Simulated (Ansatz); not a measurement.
# Molecular dynamics of ClFH4Si

input.yaml

```yaml
crystal:
  periodic: [false, false, false]
  atoms:
    - { symbol: F, position_ang: [-0.091956, -0.02261, -2.140104] }
    - { symbol: H, position_ang: [0.030991, -0.932327, -2.421078] }
    - { symbol: Si, position_ang: [0.003016, 0.182723, 0.72136] }
    - { symbol: Cl, position_ang: [0.09759, 0.352316, 2.925901] }
    - { symbol: H, position_ang: [0.136506, 1.576132, 0.177413] }
    - { symbol: H, position_ang: [-1.328011, -0.447233, 0.409537] }
    - { symbol: H, position_ang: [1.151964, -0.709001, 0.32687] }
basis:
  gaussian: { orbitals: "6-31G" }
hamiltonian:
  xc: pbe
md:
  timestep: 2.5
  n_steps: 100
  ensemble: nvt_langevin
  temperature: 1000.0
  initial_velocities: maxwell_boltzmann
  seed: 496774
  friction: 0.005
```

Run as:

```bash
$ ansatz run input.yaml --threads 1 --pin off --max-ram 2048MiB --backend cpu --events-out ev --progress --plain --runs-dir out
```

It starts from a relaxed structure.

Output, in part (one step line in 2, the closing report, with atoms numbered from 0):

```
md step     0: t =     0.00 fs  T =   857.1 K  F+E_penalty+E_count = -23167.88677961 eV  E_kin = 0.775560 eV  (21 SCF iters)
md step     2: t =     5.00 fs  T =   636.8 K  F+E_penalty+E_count = -23167.60179776 eV  E_kin = 0.576174 eV  (24 SCF iters)
md step     4: t =    10.00 fs  T =   607.0 K  F+E_penalty+E_count = -23167.02893148 eV  E_kin = 0.549260 eV  (28 SCF iters)
md step     6: t =    15.00 fs  T =   567.9 K  F+E_penalty+E_count = -23167.07002947 eV  E_kin = 0.513825 eV  (26 SCF iters)
md step     8: t =    20.00 fs  T =   581.7 K  F+E_penalty+E_count = -23166.64279868 eV  E_kin = 0.526305 eV  (23 SCF iters)
md step    10: t =    25.00 fs  T =  4537.3 K  F+E_penalty+E_count = -23165.20853170 eV  E_kin = 4.105437 eV  (26 SCF iters)
md step    12: t =    30.00 fs  T = 17309.6 K  F+E_penalty+E_count = -23161.06161109 eV  E_kin = 15.662035 eV  (550 SCF iters)
md step    14: t =    35.00 fs  T = 16065.8 K  F+E_penalty+E_count = -23160.82457065 eV  E_kin = 14.536660 eV  (114 SCF iters)
md step    16: t =    40.00 fs  T = 15378.3 K  F+E_penalty+E_count = -23160.97974071 eV  E_kin = 13.914605 eV  (51 SCF iters)
md step    18: t =    45.00 fs  T = 14383.5 K  F+E_penalty+E_count = -23160.86578277 eV  E_kin = 13.014481 eV  (58 SCF iters)
md step    20: t =    50.00 fs  T = 13636.9 K  F+E_penalty+E_count = -23160.67526718 eV  E_kin = 12.338910 eV  (62 SCF iters)
md step    22: t =    55.00 fs  T = 13395.4 K  F+E_penalty+E_count = -23160.81558672 eV  E_kin = 12.120444 eV  (60 SCF iters)
md step    24: t =    60.00 fs  T = 12640.5 K  F+E_penalty+E_count = -23160.89526314 eV  E_kin = 11.437381 eV  (45 SCF iters)
md step    26: t =    65.00 fs  T = 12004.1 K  F+E_penalty+E_count = -23160.67120037 eV  E_kin = 10.861506 eV  (45 SCF iters)
md step    28: t =    70.00 fs  T = 11652.3 K  F+E_penalty+E_count = -23160.68920887 eV  E_kin = 10.543276 eV  (42 SCF iters)
md step    30: t =    75.00 fs  T = 11017.4 K  F+E_penalty+E_count = -23160.89430146 eV  E_kin = 9.968798 eV  (38 SCF iters)
md step    32: t =    80.00 fs  T = 11127.4 K  F+E_penalty+E_count = -23161.60782977 eV  E_kin = 10.068314 eV  (38 SCF iters)
md step    34: t =    85.00 fs  T = 10836.3 K  F+E_penalty+E_count = -23161.34371222 eV  E_kin = 9.804857 eV  (30 SCF iters)
md step    36: t =    90.00 fs  T = 11526.1 K  F+E_penalty+E_count = -23156.21108313 eV  E_kin = 10.429051 eV  (81 SCF iters)
md step    38: t =    95.00 fs  T = 18608.2 K  F+E_penalty+E_count = -23159.81783606 eV  E_kin = 16.837079 eV  (45 SCF iters)
md step    40: t =   100.00 fs  T = 15682.5 K  F+E_penalty+E_count = -23157.73885739 eV  E_kin = 14.189796 eV  (40 SCF iters)
md step    42: t =   105.00 fs  T = 13784.5 K  F+E_penalty+E_count = -23156.53379911 eV  E_kin = 12.472461 eV  (46 SCF iters)
md step    44: t =   110.00 fs  T = 12934.3 K  F+E_penalty+E_count = -23156.27869793 eV  E_kin = 11.703235 eV  (131 SCF iters)
md step    46: t =   115.00 fs  T = 12137.1 K  F+E_penalty+E_count = -23156.20867526 eV  E_kin = 10.981886 eV  (157 SCF iters)
md step    48: t =   120.00 fs  T = 11454.9 K  F+E_penalty+E_count = -23156.27345809 eV  E_kin = 10.364621 eV  (123 SCF iters)
md step    50: t =   125.00 fs  T = 10664.6 K  F+E_penalty+E_count = -23155.99443743 eV  E_kin = 9.649521 eV  (81 SCF iters)
md step    52: t =   130.00 fs  T =  9395.7 K  F+E_penalty+E_count = -23155.54099227 eV  E_kin = 8.501420 eV  (125 SCF iters)
md step    54: t =   135.00 fs  T =  9403.1 K  F+E_penalty+E_count = -23155.53503603 eV  E_kin = 8.508091 eV  (82 SCF iters)
md step    56: t =   140.00 fs  T =  9273.7 K  F+E_penalty+E_count = -23155.65201309 eV  E_kin = 8.391033 eV  (79 SCF iters)
md step    58: t =   145.00 fs  T =  8870.7 K  F+E_penalty+E_count = -23155.51490089 eV  E_kin = 8.026360 eV  (80 SCF iters)
md step    60: t =   150.00 fs  T =  8353.0 K  F+E_penalty+E_count = -23155.71065159 eV  E_kin = 7.557926 eV  (134 SCF iters)
md step    62: t =   155.00 fs  T =  8258.3 K  F+E_penalty+E_count = -23155.83798753 eV  E_kin = 7.472252 eV  (143 SCF iters)
md step    64: t =   160.00 fs  T =  7873.0 K  F+E_penalty+E_count = -23155.68377868 eV  E_kin = 7.123620 eV  (93 SCF iters)
md step    66: t =   165.00 fs  T =  7842.4 K  F+E_penalty+E_count = -23155.92585849 eV  E_kin = 7.095971 eV  (82 SCF iters)
md step    68: t =   170.00 fs  T =  7338.0 K  F+E_penalty+E_count = -23155.61444490 eV  E_kin = 6.639556 eV  (79 SCF iters)
md step    70: t =   175.00 fs  T =  6151.6 K  F+E_penalty+E_count = -23155.16000225 eV  E_kin = 5.566080 eV  (82 SCF iters)
md step    72: t =   180.00 fs  T =  5609.1 K  F+E_penalty+E_count = -23155.61979767 eV  E_kin = 5.075260 eV  (82 SCF iters)
md step    74: t =   185.00 fs  T =  5731.2 K  F+E_penalty+E_count = -23155.84762397 eV  E_kin = 5.185750 eV  (71 SCF iters)
md step    76: t =   190.00 fs  T =  5255.7 K  F+E_penalty+E_count = -23155.74670257 eV  E_kin = 4.755446 eV  (78 SCF iters)
md step    78: t =   195.00 fs  T =  4997.6 K  F+E_penalty+E_count = -23155.62281685 eV  E_kin = 4.521927 eV  (84 SCF iters)
md step    80: t =   200.00 fs  T =  4454.6 K  F+E_penalty+E_count = -23155.42416850 eV  E_kin = 4.030568 eV  (129 SCF iters)
md step    82: t =   205.00 fs  T =  4526.5 K  F+E_penalty+E_count = -23155.34595121 eV  E_kin = 4.095678 eV  (93 SCF iters)
md step    84: t =   210.00 fs  T =  4540.5 K  F+E_penalty+E_count = -23155.37002614 eV  E_kin = 4.108366 eV  (96 SCF iters)
md step    86: t =   215.00 fs  T =  4318.6 K  F+E_penalty+E_count = -23155.47343185 eV  E_kin = 3.907564 eV  (129 SCF iters)
md step    88: t =   220.00 fs  T =  4043.6 K  F+E_penalty+E_count = -23155.36872302 eV  E_kin = 3.658704 eV  (93 SCF iters)
md step    90: t =   225.00 fs  T =  3878.8 K  F+E_penalty+E_count = -23155.46283588 eV  E_kin = 3.509586 eV  (96 SCF iters)
md step    92: t =   230.00 fs  T =  3662.5 K  F+E_penalty+E_count = -23155.48337760 eV  E_kin = 3.313941 eV  (92 SCF iters)
md step    94: t =   235.00 fs  T =  3814.3 K  F+E_penalty+E_count = -23155.64765622 eV  E_kin = 3.451240 eV  (79 SCF iters)
md step    96: t =   240.00 fs  T =  3748.4 K  F+E_penalty+E_count = -23155.79271079 eV  E_kin = 3.391610 eV  (118 SCF iters)
md step    98: t =   245.00 fs  T =  3532.2 K  F+E_penalty+E_count = -23155.75784545 eV  E_kin = 3.196005 eV  (120 SCF iters)
md step   100: t =   250.00 fs  T =  3393.0 K  F+E_penalty+E_count = -23155.83051314 eV  E_kin = 3.070031 eV  (996 SCF iters)
Total energy: -23155.83057195 eV, -850.9610779335 hartree
Atom 0 at    -2.616302     1.105614     0.240386 Å, force     0.158441     0.002381     0.122648 eV/Å
Atom 1 at    31.119494   -61.174335     8.808641 Å, force     0.000004     0.000008     0.000006 eV/Å
Atom 2 at     1.376268    -0.343571     1.213962 Å, force    -0.380088    -0.179104    -2.008551 eV/Å
Atom 3 at    -0.416607     0.336695     1.908359 Å, force    -1.577039     0.475458     0.363841 eV/Å
Atom 4 at   -18.787551    13.009115   -26.215228 Å, force     0.000010    -0.000003    -0.000010 eV/Å
Atom 5 at     1.410770    -1.055290    -0.085420 Å, force    -0.151393    -0.120087    -0.263483 eV/Å
Atom 6 at     2.414478    -0.505479     2.114418 Å, force     1.950066    -0.178653     1.785549 eV/Å
Dipole moment:     1.049429     1.099841     0.965646 e Å
```

The run went to its last step. The temperature shot up to 20000 K, far beyond the bath's, so the integration failed: the time step of 2.5 fs is too long for the fastest motions that this run met, and the later frames carry no physical meaning.

Parted: F1–H2 0.96 → 71.35 Å, Si3–H5 1.50 → 36.57 Å. It ends as ClH2Si + F + H + H. Pairs count as bonded within 1.25 times the sum of covalent radii (0.12 Å more for H–H).

Last frame:

```xyz
7
Properties=species:S:1:pos:R:3
F -2.616 1.106 0.240
H 31.119 -61.174 8.809
Si 1.376 -0.344 1.214
Cl -0.417 0.337 1.908
H -18.788 13.009 -26.215
H 1.411 -1.055 -0.085
H 2.414 -0.505 2.114
```

Run time: 3 min on 1 CPU thread of a shared host.
